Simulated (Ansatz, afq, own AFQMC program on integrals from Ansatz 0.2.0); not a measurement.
AFQMC on a folder of integrals that Ansatz 0.2.0 wrote.

```yaml
crystal:
  periodic: [false, false, false]
  atoms:
    - {symbol: B, position_ang: [0.000000, 0.000000, 0.675628]}
    - {symbol: B, position_ang: [0.000000, 0.000000, -0.909454]}
    - {symbol: H, position_ang: [0.000000, 1.047868, 1.253990]}
    - {symbol: H, position_ang: [0.000000, -1.047868, 1.253990]}
basis:
  gaussian: {orbitals: cc-pVTZ}
total_charge: 1
magnetization: {spin_polarized: true, initial_magnetization: 3}
correlation: {method: ccsd_t, electrons: outside_noble_gas, hamiltonian_folder: ham}
```

```sh
$ ansatz run in.yaml --threads 1 --pin off --events-out ev --progress --plain --max-ram 16896MiB --backend cuda --devices 0, --max-vram 18GiB
```

afq runs on the folder ham with

```
--method phaseless --trial hf --walkers 800 --populations 10 --least-time 40 --time-step 0.005 --steps-per-block 20 --equilibration-blocks 112 --max-blocks 4000 --target-error 0.0008 --factor-cut 1e-05 --start spin_pure --seed 7833 --taylor-order 6
```

Times are imaginary, in 1/Eh. The walk had a cap of 88 s. With eight or more populations the least sampling time is a fifth of least-time, and the error comes from their spread.

Log:

```
orbitals 86  electrons 5 2  factors 506 of 506
reference energy -49.96099717 Eh
CCSD correlation -0.14956041 Eh in 12 cycles, weight of the determinant in the CISD state 0.9045
energy of the start -49.961522 Eh
 block  time / (1/Eh)  mean weight  energy / Eh
     1     0.100  1.0004  -49.992653
     2     0.200  1.0012  -50.015383
     3     0.300  1.0012  -50.032748
     4     0.400  1.0010  -50.045399
     5     0.500  1.0007  -50.054830
    10     1.000  1.0002  -50.083597
    43     4.300  0.9994  -50.111168
    50     5.000  0.9999  -50.118368
    78     7.800  1.0003  -50.107970
    92     9.200  0.9996  -50.106531
   113    11.300  0.9999  -50.117016
   148    14.800  1.0001  -50.110850
   183    18.300  1.0009  -50.114024
   218    21.800  0.9993  -50.116171
   253    25.300  0.9995  -50.114907
   288    28.800  1.0001  -50.115475
   302    30.200  0.9996  -50.112346
error from the spread of 10 populations
energy -50.112132 +/- 0.000760 Eh
(rows thinned)
```

The run passed its tests (sampling time, drift between the halves within three errors, error under three times the target), which doesn't prove that it has relaxed.

Against this walk (error 20.7 meV) on the same determinant: CCSD(T) 114.8 meV lower, CCSDT(Q) 157.9 meV lower, a separate phaseless walk with a CISD trial and standard settings 114.6 ± 21.1 meV lower. The error is statistical and leaves out the bias of the constraint. CCSDT(Q) is the surest value here, so the walk's 158 meV above it is most likely the bias of the constraint with this trial, which can have either sign.

Cautions: constraint bias not in the error; another spin lies lower (by 3.59 eV); the search met a lower determinant of the same kind, perhaps of another symmetry (130 meV lower), and this one is a saddle point.

The walk took 17 s on 1 × NVIDIA H100 80GB HBM3 with 2 threads of AMD EPYC 7R13 Processor (Zen 3), with other jobs on the host (the card was shared). The log's last line is the phaseless energy.

CCSDT and higher add their correlation energy to the determinant of the CCSD(T) run, since their own runs factorise the integrals more tightly (a shift of under 2 meV). A walk keeps the symmetry of its determinant, which the program's search chose and which needn't be the lowest solution, so a lower state of the same spin and another symmetry isn't excluded.
